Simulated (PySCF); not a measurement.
**Adiabatic ionisation energy: calculation against experiment**

Energies: ωB97X-D3(BJ)/ma-def2-TZVP (PySCF, density fitting, integration grid level 2) on PBE0-D3(BJ)/def2-SVP structures. Zero-point energies come from unscaled PBE0-D3(BJ)/def2-SVP harmonic frequencies.

| molecule | computed / eV | measured / eV | difference |
| --- | --- | --- | --- |
| thietane, `C1CSC1` (C3H6S) | 8.58 | 8.61 | -0.03 |
| `c1ccoc1` (C4H4O) | 8.73 | 8.88 | -0.15 |
| `CC(C)(C)P` (C4H11P) | 8.58 | 8.90 | -0.32 |
| methoxyethene, `C=COC` (C3H6O) | 8.82 | 8.95 | -0.13 |
| `C=CCF` (C3H5F) | 9.86 | 10.11 | -0.25 |
| formamide, `NC=O` (CH3NO) | 10.12 | 10.16 | -0.04 |
| vinylidene fluoride, `C=C(F)F` (C2H2F2) | 10.11 | 10.29 | -0.18 |
| acetylene, `C#C` (C2H2) | 11.23 | 11.40 | -0.17 |
| borane, `B` (BH3) | 12.00 | 12.03 | -0.02 |

Measured values: NIST Chemistry WebBook, evaluated or the median of agreeing entries. Mean signed difference -0.14 eV, mean absolute 0.14 eV, over these rows.

cyclopropylamine: the gap is larger than usual, and may come from another state, site, conformer or species, from an onset or band maximum that doesn't mark the energy named, from the functional or basis, or from an outlying measurement.

Problem. What do calculation and experiment give for cyclopropylamine, `NC1CC1` (C3H7N)?

Solution. Computed 8.01 eV, measured 8.80 eV.

Differences come from unrounded values, so a last digit can differ from that of the printed terms.
